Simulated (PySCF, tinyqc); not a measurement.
Worked calculation: RHF in the sto-6g basis, for HF, spin multiplicity 1. The lowest restricted solution is unstable here: a spin-polarised one lies 0.0028 hartree lower (PySCF). One step of it, computed by the program tinyqc.

Question. Iteration 3: DIIS coefficients. Solve [B -1; -1 0][c; lambda] = [0; -1] for the coefficients, which sum to one.

B (overlaps of the stored error matrices):
```
               1              2              3
1  1.5819935e+02  4.6180854e-01  7.6004545e-02
2  4.6180854e-01  6.3630554e-01  1.8534834e-03
3  7.6004545e-02  1.8534834e-03  2.6128811e-02
```

Give: DIIS coefficients.

Answer.

DIIS coefficients: -0.0004  0.0371  0.9633
